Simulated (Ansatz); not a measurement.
Compare A (`C=C=CS`) with its isomer B (`C=C1CS1`).

Gas-phase electronic energies from Ansatz, PBE0-D4/def2-TZVP geometries. CBS: MP2 limit from def2 TZ/QZ plus the TZ coupled-cluster correction, frozen cores. DFT in def2-TZVPP. Each species was taken in one conformer, which may not be the lowest.

(1) Which is lower in electronic energy at CCSD(T)/CBS, and by how much? (Estimate.)

(2) Give E(B) − E(A) in kJ/mol with ωB97M-V, CCSD(T)/def2-TZVPP, B2PLYP, r2SCAN-D4, MP2/def2-TZVPP, PBE-D4, BLYP-D4. (Best estimate.)

(3) Does the order hold for the free energy at 298.15 K (harmonic terms from PBE0-D4)? (An estimate is asked.)

Largest T1 diagnostic: 0.013.

Answers

(1) Computed: B, by 32.3 kJ/mol.

(2) Ansatz gave: ωB97M-V -31.0, CCSD(T)/def2-TZVPP -31.0, B2PLYP -27.5, r2SCAN-D4 -35.2, MP2/def2-TZVPP -45.2, PBE-D4 -36.4, BLYP-D4 -16.4. None reverses the order clearly.

(3) The calculation gave: Yes: G(B) − G(A) = -19.9 kJ/mol, for one conformer each.

From PBE to PBE0 (25 % exact exchange), in def2-TZVPP and without D4, E(B) − E(A) moves by −4.5 kJ/mol. At CCSD(T), def2-SVP lies +3.4 kJ/mol from the extrapolated value and def2-TZVPP +1.4 kJ/mol.
